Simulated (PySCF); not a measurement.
Which is lower?

Two relaxed structures of CH₂BN, singlet (PBE0-D4/def2-TZVP; forces vanish, vibrations not checked).

A:

```tsv
atom	x (Å)	y (Å)	z (Å)
B1	-0.7372	1.2270	-0.3128
C2	-0.5315	-0.3638	-0.1486
N3	0.4613	0.3779	0.1256
H4	-0.6038	-1.4472	-0.1053
H5	1.4117	0.2060	0.4425
```

B:

```
atom    x (Å)    y (Å)    z (Å)
  B1  -0.7656   1.0734  -0.3845
  C2  -0.5250  -0.3298  -0.1725
  N3   0.4440   0.4921   0.1127
  H4  -0.5738  -1.4119  -0.0954
  H5  -1.2994   2.0850  -0.6703
```

Program: PySCF 2.14 with density fitting (its default auxiliary sets; JK sets also for MP2 and CCSD(T)). Basis: def2-TZVPP. Cores are frozen in the correlated methods. B3LYP uses VWN-RPA correlation.

(1) Which structure is lower at CCSD(T), and by how much? (Judge from chemistry; the value comes from the calculation.)

T1 diagnostic: at most 0.016. The restricted Hartree–Fock reference is unstable towards an unrestricted one at one or more of these structures.

Results:

(1) The calculation gives: B, by 58.92 kcal/mol (electronic energy, against the other). By their contacts, A is CH₂BN ([B]1[CH][NH]1) and B is CH₂BN ([BH]1[CH][N]1).

All methods give the same order:

```json
{"method": "PBE-D4", "E(B) − E(A) (kcal/mol)": "-60.89"}
{"method": "r2SCAN-D4", "E(B) − E(A) (kcal/mol)": "-62.81"}
{"method": "PBE0-D4", "E(B) − E(A) (kcal/mol)": "-61.90"}
{"method": "B3LYP-D4", "E(B) − E(A) (kcal/mol)": "-62.21"}
{"method": "wB97M-V", "E(B) − E(A) (kcal/mol)": "-60.75"}
{"method": "HF", "E(B) − E(A) (kcal/mol)": "-62.34"}
{"method": "MP2", "E(B) − E(A) (kcal/mol)": "-63.54"}
{"method": "CCSD", "E(B) − E(A) (kcal/mol)": "-59.19"}
{"method": "CCSD(T)", "E(B) − E(A) (kcal/mol)": "-58.92"}
```

Labels in which every atom is bracketed show which atoms are joined, not bond orders.

For scale, one of the runs: CCSD(T)/def2-TZVPP, 121 basis functions, launched by `OMP_NUM_THREADS=2 python run.py`. The run took about 59 s on 2 CPU threads of an Arm Neoverse V1 (shared host).
